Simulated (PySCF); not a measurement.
Computed IR spectrum (relative IR intensity) of a molecule C₄H₅N. The structure is a stationary point at B3LYP-D3(BJ)/def2-SVP. Other conformers were not sampled. Method: B3LYP-D3(BJ)/def2-SVP run with PySCF. Harmonic, unscaled wavenumbers; measured fundamentals usually lie a few per cent lower.

Lines under 2 % of the strongest are left out, and lines within 2 cm⁻¹ are merged.

```csv
ν (cm⁻¹),relative intensity
518,63
731,100
1028,23
1059,22
1088,7.7
1154,2.5
1187,3.2
1303,2.0
1434,2.9
1470,3.9
1510,7.8
1584,2.8
3234,2.1
3245,2.2
3260,2.2
3667,62
```

### Question
Pick the molecule that these values belong to.
A) c1cc[nH]c1
B) C/C=C/C#N
C) C#C/C=N/C
D) N#CC1CC1

### Answer
A, c1cc[nH]c1
